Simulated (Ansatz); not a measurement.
## C4H5NO, SMILES Cc1ccon1: a single point in a Gaussian basis, step by step

Program: Ansatz's Python interface.

Notebook, run cell by cell (the value of a cell's last expression is shown):

In [1]:
```python
import ansatz as az
import numpy as np

geometry_ang = [
    ("C", (-1.7047, 0.0073, 0.0438)),
    ("C", (-0.2329, -0.2191, 0.1351)),
    ("C", (0.7484, 0.6603, -0.2678)),
    ("C", (1.9186, -0.0324, -0.0473)),
    ("O", (1.6171, -1.2177, 0.4324)),
    ("N", (0.3297, -1.3693, 0.5493)),
    ("H", (-1.9396, 1.073, 0.2489)),
    ("H", (-2.2327, -0.6257, 0.7875)),
    ("H", (-2.057, -0.2558, -0.9752)),
    ("H", (0.6302, 1.6573, -0.6711)),
    ("H", (2.923, 0.3221, -0.2356)),
]
molecule = az.Crystal.molecule()
for symbol, xyz in geometry_ang:
    molecule = molecule.atom(symbol, xyz)
```

In [2]:
```python
setup = (
    molecule.calculation()
    .basis(gaussian="def2-SVP")
    .functional("r2scan")
    .forces()
)
print(setup.to_yaml())
outcome = setup.run(threads=1, backend="cpu")
report = outcome.report
```
```text
crystal:
  periodic: [false, false, false]
  atoms:
    - { symbol: C, position_ang: [-1.7047, 0.0073, 0.0438] }
    - { symbol: C, position_ang: [-0.2329, -0.2191, 0.1351] }
    - { symbol: C, position_ang: [0.7484, 0.6603, -0.2678] }
    - { symbol: C, position_ang: [1.9186, -0.0324, -0.0473] }
    - { symbol: O, position_ang: [1.6171, -1.2177, 0.4324] }
    - { symbol: "N", position_ang: [0.3297, -1.3693, 0.5493] }
    - { symbol: H, position_ang: [-1.9396, 1.073, 0.2489] }
    - { symbol: H, position_ang: [-2.2327, -0.6257, 0.7875] }
    - { symbol: H, position_ang: [-2.057, -0.2558, -0.9752] }
    - { symbol: H, position_ang: [0.6302, 1.6573, -0.6711] }
    - { symbol: H, position_ang: [2.923, 0.3221, -0.2356] }
basis:
  gaussian:
    orbitals: def2-SVP
hamiltonian:
  xc: r2scan
output:
  forces: true
```

In [3]:
```python
report["published_state_doubts"]
```
Out [3]:
```text
[]
```

In [4]:
```python
{key: value for key, value in report.items() if isinstance(value, (int, float)) and "ev" in key}
```
Out [4]:
```text
{'free_energy_ev': -7754.561771234028, 'reference_energy_ev': -7754.561771234028}
```

In [5]:
```python
report["free_energy_ev"]
```
Out [5]:
```text
-7754.561771234028
```

In [6]:
```python
print(f"E = {report['free_energy_ev']:.6f} eV = {report['free_energy_ev'] / 27.211386246:.7f} Ha")
print("converged:", report["converged"], " doubts:", report["published_state_doubts"] or "none")

state = report["mean_field"]["state"]
print(f"mean field: {state['energy']['hartree']:.7f} Ha, <S^2> = {abs(state['spin_squared']):.4f}, stability: {state.get('stability', {}).get('kind')}")

symbols = [site.symbol for site in molecule.cartesian_sites]
forces = np.array(report["forces_ev_ang"])
print("largest force", round(float(np.linalg.norm(forces, axis=1).max()), 4), "eV/A, rms", round(float(np.sqrt((forces ** 2).mean())), 4))
```
```text
E = -7754.561771 eV = -284.9748889 Ha
converged: True  doubts: none
mean field: -284.9748889 Ha, <S^2> = 0.0000, stability: minimum
largest force 3.4027 eV/A, rms 0.9921
```

In [7]:
```python
charges = report["charge_distribution"]
print("dipole moment", round(4.803205 * float(np.linalg.norm(charges["dipole_moment_e_ang"])), 3), "D")
print("Mulliken:", [(s, round(q, 3)) for s, q in zip(symbols, charges["mulliken_charges_e"])])
```
```text
dipole moment 2.839 D
Mulliken: [('C', 0.036), ('C', -0.098), ('C', -0.148), ('C', 0.166), ('O', -0.136), ('N', -0.079), ('H', 0.047), ('H', 0.062), ('H', 0.071), ('H', 0.026), ('H', 0.053)]
```

Reading the output:
- Total energies depend on the basis set; only differences at equal settings carry meaning.
- The geometry is a force-field or estimated start, not a minimum of this method, and the basis set is short of its limit.
- Timing: 6 s on 1 thread of Arm Neoverse V2, on a shared host, peak memory 0.23 GiB.

(Lines on the test bed's own set-up are left out of the output.)
